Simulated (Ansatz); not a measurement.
## What a trial cell of Pt relaxes into

Computed with DFT r2SCAN, scalar-relativistic, plane waves, PAW in Ansatz 0.2.0. Cutoff 500 eV, Γ-centred k mesh, Gaussian smearing, no spin polarisation in the final step.

The start puts Pt on the dhcp structure type (P6_3/mmc, No. 194), at a guessed volume.

```
Pt
1.0
     2.89377    0.00000    0.00000
    -1.44689    2.50608    0.00000
     0.00000    0.00000    9.33299
Pt
4
Direct
  0.00000 0.00000 0.00000
  0.00000 0.00000 0.50000
  0.33333 0.66667 0.75000
  0.66667 0.33333 0.25000
```

Cell and atoms relax at zero pressure; the relaxation can't lower the symmetry of the start. After a coarse first stage the cell is made exact in the group found at 0.06 Å.

Energies count from the standard state of Pt at the same level.

**Question.** Describe the relaxed structure.

**Answer.** It keeps P6_3/mmc (No. 194). The result has the dhcp structure. Conventional cell: a = 2.757 Å, c = 9.320 Å. Pt on Wyckoff site a (2 atoms of the primitive cell) is coordinated by 12 Pt at 2.76–2.82 Å; Pt on Wyckoff site d (2 atoms of the primitive cell) is coordinated by 12 Pt at 2.76–2.82 Å.

```
Pt
1.0
     2.75726    0.00000    0.00000
    -1.37863    2.38786    0.00000
     0.00000    0.00000    9.32021
Pt
4
Direct
  0.00000 0.00000 0.00000
  0.00000 0.00000 0.50000
  0.33333 0.66667 0.75000
  0.66667 0.33333 0.25000
```

**Question.** What are its volume, energy, density and gap?

**Answer.** The volume per atom is 15.34 Å³. The density is 21.12 g/cm³, the energy over the standard structure is 0.04 eV/atom and the gap on the 21×21×6 mesh is 0 eV (a metal).

The final run used a 21×21×6 mesh on its 4-atom cell and 0.10 eV smearing. The k mesh leaves about 4 meV/atom of noise in metals. Spin–orbit coupling is left out. A structure relaxed within its symmetry needn't be a true minimum.